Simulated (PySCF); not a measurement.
Reaction (SMILES): P (PH3) + H+ → [PH4+]
B3LYP-D3(BJ)/def2-TZVP geometries, fixed; electronic energies without zero-point terms; positive where energy is released.

Basis-set convergence of the proton affinity at PBE0 with PySCF. All functions are spherical. Density fitting with generated auxiliary sets. In sets without p functions on hydrogen, species with hydrogen take exact integrals. No added dispersion term, no relativity. Functions are those of the species that has most. Reference: the value in def2-QZVPPD, 193.07 kcal/mol, itself unsure by roughly 0.06 kcal/mol (its mean distance from pcseg-3, def2-QZVPP, cc-pV(Q+d)Z). Deviations are taken from unrounded values. Cost is core time over that of pcseg-1, rough, on shared machines of one kind; a dash marks a row that isn't timed (too short, read off another run, short of memory, by another algorithm or on other hardware).

```tsv
basis	functions	proton affinity (kcal/mol)	minus reference (kcal/mol)	cost
3-21G	21	186.85	-6.22	-
6-31G	21	190.25	-2.83	-
def2-SV(P)	26	189.69	-3.38	-
pcseg-1	38	192.28	-0.79	1×
6-311++G(2d,2p)	75	192.70	-0.38	1×
jun-cc-pV(T+d)Z	104	192.79	-0.28	2×
6-311++G(3df,3pd)	119	192.93	-0.14	2×
pcseg-3	196	193.15	0.07	4×
def2-QZVPPD	208	193.07	0.00	4×
```

The smallest set listed that lies within 1 kcal/mol of the reference with all its larger relatives (same family, alike in diffuse functions; a set with none counts only in the reference's own line) is pcseg-1 (38 functions, 1× in cost, -0.79 kcal/mol off). (Relatives not listed, tested too: pcseg-2 -0.04, aug-cc-pV(T+d)Z -0.28 kcal/mol.)
